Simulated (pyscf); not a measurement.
# Four-centre exchange: H₂B–NH–SiH₃ (SMILES BN[SiH3]) + HCl (SMILES Cl) → H₂N–SiH₃ (SMILES N[SiH3]) + H₂B–Cl (SMILES BCl)

Gas phase, singlet surface, charge 0. Bonds broken: N2–B3, Cl10–H11. Bonds formed: N2–H11, B3–Cl10. Optimised with ωB97X-D3(BJ)/def2-SVP in PySCF. MP2 and CC: frozen core, UHF for open shells. ΔMP2 is the change of the MP2 total energy from the triple- to the quadruple-zeta basis.

Transition state (Å):

```xyz
11

Si    -2.3225     0.3233    -0.3871
N     -0.8821    -0.2407     0.4979
B      0.4900     0.0725    -0.0562
H     -2.3961    -0.3084    -1.7326
H     -3.5195    -0.0558     0.4116
H     -2.1997     1.7969    -0.5094
H     -0.9521    -1.1445     0.9636
H      1.3685    -0.7257     0.1394
H      0.5309     0.8706    -0.9583
Cl     0.7165     1.5340     1.8130
H     -0.4332     0.6604     1.4232
```

One imaginary mode, 1133i cm⁻¹; descent along it reached the two sides named, in the forms told below.

| bond | change | reactant side (Å) | saddle | product side |
|---|---|---|---|---|
| N2–B3 | breaks | 1.413 | 1.513 | 1.652 |
| Cl10–H11 | breaks | 1.291 | 1.496 | 2.574 |
| N2–H11 | forms | 2.166 | 1.367 | 1.024 |
| B3–Cl10 | forms | 3.8 | 2.384 | 1.871 |

Electronic energies relative to the separated reactants (kJ/mol):

| level | barrier | reaction energy | reverse barrier |
|---|---|---|---|
| ωB97X-D3(BJ)/def2-TZVP | 57.2 | +43.6 | 13.6 |
| PBE/def2-TZVP | 42.9 | +42.5 | 0.4 |
| r²SCAN/def2-TZVP | 44.5 | +42.4 | 2.2 |
| B3LYP-D3(BJ)/def2-TZVP | 56.6 | +46.5 | 10.2 |
| PBE0-D3(BJ)/def2-TZVP | 44.1 | +44.0 | 0.1 |
| M06-2X/def2-TZVP | 57.0 | +45.9 | 11.1 |
| ωB97M-D3(BJ)/def2-TZVP | 61.3 | +45.7 | 15.7 |
| HF/def2-TZVP | 121.4 | +38.4 | 83.0 |
| MP2/def2-QZVPP | 55.7 | +44.4 | 11.3 |
| CCSD/def2-TZVPP | 78.3 | +46.7 | 31.6 |
| CCSD(T)/def2-TZVPP | 67.9 | +47.4 | 20.5 |
| CCSD(T)/def2-TZVPP + ΔMP2(QZVPP) | 66.4 | +46.6 | 19.8 |

With CCSD(T)/def2-TZVPP + ΔMP2(QZVPP) energies and thermal terms (ideal gas, 1 atm, RRHO with modes under 100 cm⁻¹ raised to 100, one conformer, R ln 2 for chiral ones without a mode under 150 cm⁻¹), in kJ/mol:

```csv
T (K),ΔH‡,ΔG‡,ΔH,ΔG
298,63.0,106.1,+48.8,+42.7
600,62.8,150.0,+47.9,+36.8
900,64.3,193.3,+46.6,+31.5
1200,66.2,236.0,+45.2,+26.6
```

On the product side the descent ends in an adduct with a B–N contact (not fully relaxed), 112.0 kJ/mol under the separated species and 125.6 kJ/mol under the saddle at ωB97X-D3(BJ)/def2-TZVP. What is counted as broken (B–N) persists as a longer contact in the product adduct; parting that adduct is a step of its own. This is the saddle that the search found; another between the same sides may lie lower. The CCSD(T) − MP2 part came from Ansatz, without density fitting, on the same reference.
